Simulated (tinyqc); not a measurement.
Worked calculation: UKS/BLYP in the sto-3g basis, for BH, spin multiplicity 3. One step of it, computed by the program tinyqc.

Problem. Iteration 2: DIIS coefficients. Solve [B -1; -1 0][c; lambda] = [0; -1] for the coefficients, which sum to one.

B (overlaps of the stored error matrices):
```
               1              2
1  3.7872575e+01  4.7048652e-02
2  4.7048652e-02  1.8502957e-01
```

Give: DIIS coefficients.

Solution.

DIIS coefficients: 0.0036  0.9964
